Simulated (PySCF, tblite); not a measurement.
**CH4LiO+, an ion with solvent molecules: NMR shifts, interaction energy, infrared bands, spin-spin couplings and core binding energies**

One table from this session's results is given with a row withheld; the runs are named, their logs left out.

Programs: tblite 0.8.0 and PySCF 2.14.0. All values are calculated, for the isolated system unless a continuum is named. Atoms count from 0, parts from 1.

### Starting point

7 atoms, charge 1, multiplicity 1; geometry: rigid parts in contact. Parts: 1 = atom 0, `[Li+]`, charge 1; 2 = atoms 1–6, `CO`, charge 0.

Set-up of the first run:

Job settings and geometry (Å):

```
{"job": {"kind": "dock", "xc": "GFN2-xTB", "basis": "xTB"}, "charge": 1, "multiplicity": 1, "parts": [{"atoms": "0-0", "charge": 1, "multiplicity": 1}, {"atoms": "1-6", "charge": 0, "multiplicity": 1}]}
Li     0.000000     0.000000     0.000000
C     -0.018799     0.133521     3.176670
O      0.401886    -0.845724     2.259197
H     -0.710721    -0.277790     3.919550
H      0.876432     0.485634     3.685659
H     -0.497845     0.980752     2.674148
H     -0.365789    -1.183971     1.786547
```

Level: GFN2-xTB search for minima from random contacts, gas phase.

The run is started by

```sh
$ OMP_NUM_THREADS=1 python cluster_run.py task.json out
```

One launch serves the whole session: the jobs run in the order shown.

Among the steps run: Search for minima with GFN2-xTB; Optimising the geometry at PBE0-D3(BJ)/def2-TZVPD; NMR shieldings: PBE0/pcSseg-2; Coupled-cluster interaction energy: CCSD(T) and MP2.

One of the session's tables, all rows but one given; the rest of the session is left out.

It belongs to the step «Coupled-cluster interaction energy: CCSD(T) and MP2». 

```
                 method  interaction energy (kcal/mol)
         HF/aug-cc-pVDZ                         -38.73
        MP2/aug-cc-pVDZ                              ?
       CCSD/aug-cc-pVDZ                         -35.91
    CCSD(T)/aug-cc-pVDZ                         -35.48
         HF/aug-cc-pVQZ                         -39.81
        MP2/aug-cc-pVQZ                         -37.14
    SCS-MP2/aug-cc-pVQZ                         -37.31
      MP2, extrapolated                         -37.26
CCSD(T), limit estimate                         -37.06
```

Q: Estimate the row for MP2/aug-cc-pVDZ from the others.

**Answer.** interaction energy (kcal/mol): -35.69. In the column «interaction energy (kcal/mol)» it lies between CCSD/aug-cc-pVDZ (-35.91) and CCSD(T)/aug-cc-pVDZ (-35.48).

To keep in mind: The interaction energy leaves out the deformation of the parts, 0.36 kcal/mol (MP2); added to the CCSD(T) estimate it gives a binding of about -36.70 kcal/mol.
